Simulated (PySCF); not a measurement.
Fill in the blanks.

Compound: C3H5O (charge -1).
SMILES with atom numbers: `[O-:1][CH:2]1[CH2:3][CH2:4]1` (hydrogens: H5 on C2; H6, H7 on C3; H8, H9 on C4)

| property | level | value |
| --- | --- | --- |
| point group | PBE0-D3(BJ)/def2-SVP | Cs |
| rotational constants A, B, C | PBE0-D3(BJ)/def2-SVP | ? |
| HOMO energy | PBE0/pcSseg-1 | ? |
| LUMO energy | PBE0/pcSseg-1 | 6.39 eV |
| 13C chemical shifts (computed TMS as zero) by class | GIAO PBE0/pcSseg-1 | 58.4 (C2), 11.9 (C3/C4) ppm |
| 1H chemical shifts (computed TMS as zero) by class | GIAO PBE0/pcSseg-1 | ? |
| isotropic shieldings of nuclei other than C and H, by class | GIAO PBE0/pcSseg-1 | 232 (O1) ppm |
| largest of the computed one-bond spin–spin couplings (means over like bonds) | B3LYP/pcJ-1 | ? |
| core binding energies | ΔSCF SCAN, pcX-2 on the ionised atom, pcseg-1 elsewhere, spin-free X2C | C1s 284.6 (C3/C4), C1s 285.8 (C2), O1s 528.8 (O1) eV |

Electronic properties: PySCF, gas phase, density fitting. Geometry: PBE0-D3(BJ)/def2-SVP; no solvent, vibrations or thermal averaging. The HOMO energy is positive, so at this level the finite basis confines the outermost electrons. No diffuse functions stand in pcJ-1 and pcSseg-1, which bears on an anion's orbital energies.

(1) What are the rotational constants A, B, C?

(2) Give the largest of the computed one-bond spin–spin couplings (means over like bonds).

(3) Give the HOMO energy.

(4) Give the 1H chemical shifts (computed TMS as zero) by class.

Results:

(1) 17.689, 7.131, 6.102 GHz.

(2) 13C–1H +156.9 (C3–H7 and 1 like it), 13C–1H +156.7 (C2–H5), 13C–1H +150.9 (C3–H6 and 1 like it), 17O–13C +37.4 (O1–C2), 13C–13C +12.1 (C2–C3 and 1 like it), 13C–13C +11.7 (C3–C4) Hz.

(3) 1.04 eV.

(4) 4.36 (H5), -0.42 (H6/H9), -1.28 (H7/H8) ppm.

With B = h/(8π²I), that is 505.379 GHz u Å² over I, the principal moments of inertia are 28.6, 70.9 and 82.8 u Å² (most abundant isotopes). The rotational constants make it an asymmetric top with κ = (2B − A − C)/(A − C) = -0.82, nearer the prolate limit (−1).
